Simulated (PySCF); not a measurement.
PySCF input (CCSD(T)/cc-pVDZ):

```python
from pyscf import gto, scf, mp, cc as ccmod

mol = gto.M(
    atom='''
    Si   -0.00000000   -0.00000000   -1.13393692
    Si    0.00000000    0.00000000    1.13393692
    ''',
    basis='cc-pvdz',
    charge=0,
    spin=2,
    symmetry='D2h',
    verbose=4,
)

mf = scf.UHF(mol)
mf.conv_tol = 1e-10
mf.max_cycle = 100
mf.kernel()
mp2 = mp.MP2(mf, frozen=10).run()
cc = ccmod.CCSD(mf, frozen=10)
cc.max_cycle = 100
cc.kernel()
et = cc.ccsd_t()
print(f'E(CCSD(T)) = {cc.e_tot + et:.9f}')
```

End of the output:

```
Extra cycle  E= -577.736341621871  delta_E= -6.82e-13  |g|= 2.86e-07  |ddm|= 1.86e-06
converged SCF energy = -577.736341621871  <S^2> = 2.0236631  2S+1 = 3.0157342

******** <class 'pyscf.mp.ump2.UMP2'> ********
nocc = (np.int64(5), np.int64(3)), nmo = (26, 26)
frozen orbitals 10
E(UMP2) = -577.885723821961  E_corr = -0.149382200089504
E(SCS-UMP2) = -577.884143929579  E_corr = -0.147802307707903
E_corr(same-spin) = -0.0362957681532712
E_corr(oppo-spin) = -0.113086431936232

******** <class 'pyscf.cc.uccsd.UCCSD'> ********
CC2 = 0
CCSD nocc = (np.int64(5), np.int64(3)), nmo = (26, 26)
frozen orbitals 10
max_cycle = 100
direct = 0
conv_tol = 1e-07
conv_tol_normt = 1e-06
diis_space = 6
diis_start_cycle = 0
diis_start_energy_diff = 1e+09
Init t2, MP2 energy = -0.149382202572745
Init E_corr(UCCSD) = -0.149382202572856
cycle = 1  E_corr(UCCSD) = -0.165457857278884  dE = -0.0160756547  norm(t1,t2) = 0.0926323
cycle = 2  E_corr(UCCSD) = -0.173051651850985  dE = -0.00759379457  norm(t1,t2) = 0.0353612
cycle = 3  E_corr(UCCSD) = -0.176153213593906  dE = -0.00310156174  norm(t1,t2) = 0.018042
cycle = 4  E_corr(UCCSD) = -0.177126551146996  dE = -0.000973337553  norm(t1,t2) = 0.0062378
cycle = 5  E_corr(UCCSD) = -0.176994038314061  dE = 0.000132512833  norm(t1,t2) = 0.00279497
cycle = 6  E_corr(UCCSD) = -0.177024895852376  dE = -3.08575383e-05  norm(t1,t2) = 0.000678057
cycle = 7  E_corr(UCCSD) = -0.177020351164018  dE = 4.54468836e-06  norm(t1,t2) = 0.000179247
cycle = 8  E_corr(UCCSD) = -0.177019046556706  dE = 1.30460731e-06  norm(t1,t2) = 6.4859e-05
cycle = 9  E_corr(UCCSD) = -0.177019400320314  dE = -3.53763609e-07  norm(t1,t2) = 2.25247e-05
cycle = 10  E_corr(UCCSD) = -0.177019426487775  dE = -2.61674602e-08  norm(t1,t2) = 7.63049e-06
cycle = 11  E_corr(UCCSD) = -0.177019347804675  dE = 7.86830995e-08  norm(t1,t2) = 2.28069e-06
cycle = 12  E_corr(UCCSD) = -0.177019275385785  dE = 7.241889e-08  norm(t1,t2) = 7.72507e-07
UCCSD converged
E(UCCSD) = -577.9133608972571  E_corr = -0.1770192753857852
UCCSD(T) correction = -0.0117980343285651
E(CCSD(T)) = -577.925158932
```
